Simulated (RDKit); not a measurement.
# C4H4F2 (SMILES F/C=C\C=C/F) at 3 levels

We compute a comparison of 3 runs (MMFF94, UFF, extended Hückel) of C4H4F2. Input form: a Python script.

The results are computed with RDKit 2026.09.1.

2 further runs of the same task are left out: 2 set aside as unsound or not needed.

## (1) The system as given

C4H4F2 has 10 atoms, charge 0, and is taken as a singlet. As SMILES, `F/C=C\C=C/F`. The coordinates come from a PBE0-D4/def2-TZVP relaxation. This is one conformer, not always the lowest.

Bond lengths: F1–C2 1.337 Å, C2–C3 1.327 Å, C3–C4 1.443 Å, C4–C5 1.327 Å, C5–F6 1.337 Å, C2–H7 1.083 Å, C3–H8 1.083 Å, C4–H9 1.083 Å, C5–H10 1.083 Å. Some angles: F1–C2–C3 122.2°, C2–C3–C4 124.4°, C3–C4–C5 124.4°, C4–C5–F6 122.2°, F1–C2–H7 112.5°, C3–C2–H7 125.3°, C2–C3–H8 116.7°, C4–C3–H8 118.9°, C3–C4–H9 118.9°, C5–C4–H9 116.7°.

## (2) A single-point energy at MMFF94 (run 1)

File mol.sdf:

```

     RDKit          3D

 10  9  0  0  0  0  0  0  0  0999 V2000
    1.9450   -1.2584    0.9150 F   0  0  0  0  0  0  0  0  0  0  0  0
    1.4349   -0.0407    1.1260 C   0  0  0  0  0  0  0  0  0  0  0  0
    0.3523    0.3916    0.4912 C   0  0  0  0  0  0  0  0  0  0  0  0
   -0.3872   -0.3794   -0.4786 C   0  0  0  0  0  0  0  0  0  0  0  0
   -1.4699    0.0527   -1.1133 C   0  0  0  0  0  0  0  0  0  0  0  0
   -1.9800    1.2705   -0.9023 F   0  0  0  0  0  0  0  0  0  0  0  0
    2.0007    0.5246    1.8557 H   0  0  0  0  0  0  0  0  0  0  0  0
    0.0160    1.3930    0.7300 H   0  0  0  0  0  0  0  0  0  0  0  0
   -0.0508   -1.3808   -0.7175 H   0  0  0  0  0  0  0  0  0  0  0  0
   -2.0358   -0.5125   -1.8428 H   0  0  0  0  0  0  0  0  0  0  0  0
  2  1  1  0
  3  2  2  0
  4  3  1  0
  5  4  2  0
  6  5  1  0
  7  2  1  0
  8  3  1  0
  9  4  1  0
 10  5  1  0
M  END
$$$$
```

File job.py:

```python
# MMFF94 energy with RDKit
import json
import numpy as np
from rdkit import Chem
from rdkit.Chem import AllChem

mol = Chem.MolFromMolFile("mol.sdf", removeHs=False)
symbols = [a.GetSymbol() for a in mol.GetAtoms()]
start = mol.GetConformer().GetPositions().copy()

props = AllChem.MMFFGetMoleculeProperties(mol, mmffVariant="MMFF94")
ff = AllChem.MMFFGetMoleculeForceField(mol, props)
e = ff.CalcEnergy()
g = np.array(ff.CalcGrad()).reshape(-1, 3)
print(f"MMFF94 energy {e:.5f} kcal/mol, gradient norm {np.linalg.norm(g):.4f} kcal/mol/angstrom")
print("atom  type  charge   gradient")
for i, a in enumerate(symbols):
    print(f"{a:<2}{i + 1:<3} {props.GetMMFFAtomType(i):4d} {props.GetMMFFPartialCharge(i):8.4f}  " + " ".join(f"{c:9.4f}" for c in g[i]))
names = ["Bond", "Angle", "StretchBend", "Oop", "Torsion", "VdW", "Ele"]
terms = []
for name in names:
    for other in names:
        getattr(props, f"SetMMFF{other}Term")(other == name)
    terms.append(AllChem.MMFFGetMoleculeForceField(mol, props).CalcEnergy())
    print(f"{name:<12} {terms[-1]:11.5f} kcal/mol")
json.dump(dict(symbols=symbols, start=start.tolist(), energy=e, gradient=g.tolist(), charges_other=[props.GetMMFFPartialCharge(i) for i in range(len(symbols))], atom_types=[str(props.GetMMFFAtomType(i)) for i in range(len(symbols))], energy_term_names=names, energy_terms=terms), open("results.json", "w"))
```

Run with:

```console
python job.py
```

The log of the run:

```text
MMFF94 energy 5.47735 kcal/mol, gradient norm 19.4984 kcal/mol/angstrom
atom  type  charge   gradient
F 1     11  -0.1495    -5.0398    6.8823   -0.5138
C 2      2  -0.0005    -1.9896   -2.5850   -2.8586
C 3      2  -0.1500     5.3759   -3.2445    2.6077
C 4      2  -0.1500    -5.4182    3.3189   -2.5977
C 5      2  -0.0005     2.0068    2.4045    2.7888
F 6     11  -0.1495     5.0176   -6.8053    0.5228
H 7      5   0.1500    -1.1779    3.2330    0.7035
H 8      5   0.1500     5.0883   -2.9184    2.5274
H 9      5   0.1500    -5.0759    2.8871   -2.5464
H 10     5   0.1500     1.2127   -3.1724   -0.6337
Bond             0.26216 kcal/mol
Angle            2.21756 kcal/mol
StretchBend     -0.13624 kcal/mol
Oop              0.00000 kcal/mol
Torsion         -1.10600 kcal/mol
VdW              2.68522 kcal/mol
Ele              1.55464 kcal/mol
```

Run time: 0.16 s. Hardware: 1 thread of Arm Neoverse V2, shared host.

## (3) The energy at UFF (run 2)

File mol.xyz:

```xyz
10

F      1.945000    -1.258400     0.915000
C      1.434900    -0.040700     1.126000
C      0.352300     0.391600     0.491200
C     -0.387200    -0.379400    -0.478600
C     -1.469900     0.052700    -1.113300
F     -1.980000     1.270500    -0.902300
H      2.000700     0.524600     1.855700
H      0.016000     1.393000     0.730000
H     -0.050800    -1.380800    -0.717500
H     -2.035800    -0.512500    -1.842800
```

File ff.py:

```python
# UFF energy with RDKit
import json
import numpy as np
from rdkit import Chem
from rdkit.Chem import AllChem
from rdkit.Chem import rdDetermineBonds

molecule = Chem.MolFromXYZFile("mol.xyz")
rdDetermineBonds.DetermineBonds(molecule, charge=0)
print("perceived SMILES:", Chem.MolToSmiles(Chem.RemoveHs(molecule)))
symbols = [a.GetSymbol() for a in molecule.GetAtoms()]
start = molecule.GetConformer().GetPositions().copy()

ff = AllChem.UFFGetMoleculeForceField(molecule)
e = ff.CalcEnergy()
g = np.array(ff.CalcGrad()).reshape(-1, 3)
print(f"UFF energy {e:.5f} kcal/mol, gradient norm {np.linalg.norm(g):.4f} kcal/mol/angstrom")
json.dump(dict(symbols=symbols, start=start.tolist(), energy=e, gradient=g.tolist()), open("results.json", "w"))
```

Run with:

```console
python ff.py
```

The log of the run:

```text
perceived SMILES: F/C=C\C=C/F
UFF energy 7.10059 kcal/mol, gradient norm 87.6323 kcal/mol/angstrom
```

Wall time 0.16 s (1 thread of Arm Neoverse V2, shared host).

## (4) Energy and one-electron properties at extended Hückel (run 3)

mol.xyz is that of step 3.

File run.py:

```python
# eht eht with RDKit
import json
import numpy as np
from rdkit import Chem
from rdkit.Chem import AllChem
from rdkit.Chem import rdDetermineBonds
from rdkit.Chem import rdEHTTools

m = Chem.MolFromXYZFile("mol.xyz")
symbols = [a.GetSymbol() for a in m.GetAtoms()]
start = m.GetConformer().GetPositions().copy()

ok, res = rdEHTTools.RunMol(m, keepOverlapAndHamiltonianMatrices=True)
if not ok:
    raise RuntimeError("the extended Hueckel run failed")
eps = np.array(res.GetOrbitalEnergies())
nel = res.numElectrons
homo = (nel + 1) // 2 - 1
print(f"{res.numOrbitals} orbitals, {nel} valence electrons, sum of one-electron energies {res.totalEnergy:.4f} eV")
for i in range(max(0, homo - 3), min(len(eps), homo + 6)):
    print(f"{i + 1:4d} {eps[i]:10.4f} eV", "(HOMO)" if i == homo else "(LUMO)" if i == homo + 1 else "")
q = np.array(res.GetAtomicCharges())
print("Mulliken charges:", " ".join(f"{a}{i + 1}={c:+.3f}" for i, (a, c) in enumerate(zip(symbols, q))))
op = res.GetReducedOverlapPopulationMatrix()
pairs = [(k, i, op[i * (i + 1) // 2 + k]) for i in range(len(symbols)) for k in range(i) if abs(op[i * (i + 1) // 2 + k]) > 0.1]
print("reduced overlap populations above 0.1")
for k, i, p in pairs:
    print(f"  {symbols[k]}{k + 1}-{symbols[i]}{i + 1} {p:7.3f}")
json.dump(dict(symbols=symbols, start=start.tolist(), energy=res.totalEnergy * 23.060548, homo=eps[homo], lumo=eps[homo + 1] if homo + 1 < len(eps) else None, orbital_energies=eps.round(4).tolist(), charges_mulliken=q.tolist(), bond_orders=[[k + 1, i + 1, round(p, 4)] for k, i, p in pairs], nel=nel), open("results.json", "w"))
```

Run with:

```console
python run.py
```

The log of the run:

```text
28 orbitals, 34 valence electrons, sum of one-electron energies -704.1444 eV
  14   -14.7408 eV
  15   -13.7867 eV
  16   -13.6001 eV
  17   -12.0315 eV (HOMO)
  18    -8.4965 eV (LUMO)
  19    -5.7675 eV
  20     3.3074 eV
  21     8.9989 eV
  22     9.0823 eV
Mulliken charges: F1=-0.545 C2=+0.584 C3=-0.105 C4=-0.105 C5=+0.584 F6=-0.545 H7=+0.030 H8=+0.037 H9=+0.037 H10=+0.030
reduced overlap populations above 0.1
  F1-C2   0.509
  C2-C3   1.282
  C3-C4   0.887
  C4-C5   1.282
  C5-F6   0.509
  C2-H7   0.801
  C3-H8   0.799
  C4-H9   0.799
  C5-H10   0.801
```

Wall time 0.16 s (1 thread of Arm Neoverse V2, shared host).

Atomic charges (e):

```tsv
atom	Mulliken
F1	-0.545
C2	+0.584
C3	-0.105
C4	-0.105
C5	+0.584
F6	-0.545
H7	+0.030
H8	+0.037
H9	+0.037
H10	+0.030
```

## (5) The series

```tsv
run	level	task	energy (Eh)	largest force (eV/Å)	wall time
1	MMFF94	energy	0.008729	0.371	0.16 s
2	UFF	energy	0.011316	2.079	0.16 s
3	extended Hückel	properties	-25.876829	–	0.16 s
```

## (6) Summary of results

```
                      quantity         value
run 3: sum of orbital energies  -25.87683 Eh
            run 3: HOMO energy     -12.03 eV
            run 3: LUMO energy      -8.50 eV
          run 3: HOMO–LUMO gap       3.53 eV
```

**Reading.** Force-field and semi-empirical energies have zeros of their own, so their totals don't compare. All runs together took 0.48 s, the longest 0.16 s.
